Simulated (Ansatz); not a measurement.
Process, species as SMILES: P (PH3) → 3 H atom + P atom
B3LYP-D3(BJ)/def2-TZVP geometries, fixed; electronic energies without zero-point terms.

Basis-set convergence of the atomisation energy at CCSD(T) with Ansatz (an electronic-structure program). Cartesian d functions, on some or all atoms, in 6-31G*, 6-311G**; all else is spherical. Cores are frozen. Open shells are unrestricted. No added dispersion term, no relativity. Functions are those of the species that has most. Reference: Hartree-Fock in aug-cc-pV(Q+d)Z plus the correlation part extrapolated as X^-3 from aug-cc-pV(T+d)Z and aug-cc-pV(Q+d)Z, 242.19 kcal/mol, itself unsure by roughly 0.90 kcal/mol (a third of the extrapolation step and of the last Hartree-Fock step).

```json
[
 {"basis": "STO-3G", "functions": "12", "atomisation energy (kcal/mol)": "268.98"},
 {"basis": "3-21G", "functions": "19", "atomisation energy (kcal/mol)": "[?]"},
 {"basis": "def2-SV(P)", "functions": "24", "atomisation energy (kcal/mol)": "198.65"},
 {"basis": "6-31G*", "functions": "25", "atomisation energy (kcal/mol)": "[?]"},
 {"basis": "cc-pV(D+d)Z", "functions": "38", "atomisation energy (kcal/mol)": "[?]"},
 {"basis": "6-311G**", "functions": "45", "atomisation energy (kcal/mol)": "225.26"},
 {"basis": "def2-TZVP", "functions": "55", "atomisation energy (kcal/mol)": "229.33"},
 {"basis": "aug-cc-pV(D+d)Z", "functions": "59", "atomisation energy (kcal/mol)": "[?]"},
 {"basis": "def2-TZVPPD", "functions": "99", "atomisation energy (kcal/mol)": "235.80"},
 {"basis": "aug-cc-pV(T+d)Z", "functions": "124", "atomisation energy (kcal/mol)": "236.42"},
 {"basis": "cc-pV(Q+d)Z", "functions": "154", "atomisation energy (kcal/mol)": "239.37"},
 {"basis": "def2-QZVPP", "functions": "160", "atomisation energy (kcal/mol)": "239.36"},
 {"basis": "aug-cc-pV(Q+d)Z", "functions": "227", "atomisation energy (kcal/mol)": "239.96"}
]
```

Problem. Some entries are withheld; supply them.

Solution. 
- 3-21G, atomisation energy (kcal/mol): 179.21
- 6-31G*, atomisation energy (kcal/mol): 202.16
- cc-pV(D+d)Z, atomisation energy (kcal/mol): 221.41
- aug-cc-pV(D+d)Z, atomisation energy (kcal/mol): 224.32
